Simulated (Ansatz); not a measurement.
Results of PBE0-D3(BJ) in Ansatz (PAW) for 1T (CdI2-type) TiTe₂.

The cell is the one relaxed with PBE-D3(BJ): a = b = 3.699 Å, c = 6.379 Å, α = β = 90.00°, γ = 120.00°.

Estimate the interlayer binding energy that the calculation returns.


- interlayer binding energy = 42.8 meV/Å²

Note: exact exchange on metals is sensitive to the k mesh and can open a false gap; the run warned that the count of filled bands differs between k points.

Spin–orbit coupling is not included.

The result took about 29 core-minutes (a rough figure).

Ansatz is a first-principles code.
